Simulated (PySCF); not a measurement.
Compound: formyl fluoride, CHFO.
Atom-mapped SMILES: `[O:1]=[CH:2][F:3]` (hydrogens: H4 on C2)

Theory: core-valence-separated Tamm–Dancoff BHandHLYP/aug-pcX-1 (pcseg-1 on H) in PySCF, non-relativistic, gas phase, PBE0-D3(BJ)/def2-SVP geometry.

Computed oxygen K-edge spectrum, Gaussian lines of 0.5 eV full width, highest printed point 100; it ends one width below the last computed root. The energies are unshifted.

```json
{"photon energy (eV)": "528.6", "absorption": "2"}
{"photon energy (eV)": "528.8", "absorption": "15"}
{"photon energy (eV)": "529.0", "absorption": "61"}
{"photon energy (eV)": "529.2", "absorption": "100"}
{"photon energy (eV)": "529.4", "absorption": "68"}
{"photon energy (eV)": "529.6", "absorption": "19"}
{"photon energy (eV)": "529.8", "absorption": "2"}
{"photon energy (eV)": "530.0", "absorption": "0"}
{"photon energy (eV)": "530.2", "absorption": "0"}
{"photon energy (eV)": "530.4", "absorption": "0"}
{"photon energy (eV)": "530.6", "absorption": "0"}
{"photon energy (eV)": "530.8", "absorption": "0"}
{"photon energy (eV)": "531.0", "absorption": "0"}
{"photon energy (eV)": "531.2", "absorption": "0"}
{"photon energy (eV)": "531.4", "absorption": "0"}
{"photon energy (eV)": "531.6", "absorption": "0"}
{"photon energy (eV)": "531.8", "absorption": "0"}
{"photon energy (eV)": "532.0", "absorption": "0"}
{"photon energy (eV)": "532.2", "absorption": "0"}
{"photon energy (eV)": "532.4", "absorption": "0"}
{"photon energy (eV)": "532.6", "absorption": "0"}
{"photon energy (eV)": "532.8", "absorption": "0"}
{"photon energy (eV)": "533.0", "absorption": "0"}
{"photon energy (eV)": "533.2", "absorption": "0"}
{"photon energy (eV)": "533.4", "absorption": "0"}
{"photon energy (eV)": "533.6", "absorption": "0"}
{"photon energy (eV)": "533.8", "absorption": "0"}
{"photon energy (eV)": "534.0", "absorption": "0"}
{"photon energy (eV)": "534.2", "absorption": "0"}
{"photon energy (eV)": "534.4", "absorption": "1"}
{"photon energy (eV)": "534.6", "absorption": "3"}
{"photon energy (eV)": "534.8", "absorption": "5"}
{"photon energy (eV)": "535.0", "absorption": "8"}
{"photon energy (eV)": "535.2", "absorption": "13"}
{"photon energy (eV)": "535.4", "absorption": "20"}
{"photon energy (eV)": "535.6", "absorption": "18"}
{"photon energy (eV)": "535.8", "absorption": "8"}
{"photon energy (eV)": "536.0", "absorption": "2"}
{"photon energy (eV)": "536.2", "absorption": "1"}
{"photon energy (eV)": "536.4", "absorption": "0"}
{"photon energy (eV)": "536.6", "absorption": "1"}
{"photon energy (eV)": "536.8", "absorption": "7"}
{"photon energy (eV)": "537.0", "absorption": "21"}
{"photon energy (eV)": "537.2", "absorption": "26"}
{"photon energy (eV)": "537.4", "absorption": "14"}
{"photon energy (eV)": "537.6", "absorption": "3"}
```

Question: Where are the maxima, and which lines make them up?

Answer: 3 maxima:
- 529.2 eV: O1 (carbonyl oxygen), 529.21 eV, f = 0.050, 1s→π*, 100 % of the height at the exact maximum
- 535.5 eV: O1 (carbonyl oxygen), 535.51 eV, f = 0.009, 87 % of the height at the exact maximum; O1 (carbonyl oxygen), 535.17 eV, f = 0.003, 12 % of the height at the exact maximum
- 537.2 eV: O1 (carbonyl oxygen), 537.15 eV, f = 0.014, 100 % of the height at the exact maximum

Roots within 0.03 eV on the same or equivalent atoms count as one line; shares under 12 % aren't listed.

Vibrational structure and lifetime widths aren't in the curve. The ionisation threshold wasn't computed; near and above it a finite basis only mimics Rydberg series and continuum.

The run took 2.7 s on Arm Neoverse N1, one thread, shared host, and the process peaked at 0.38 GiB of memory.
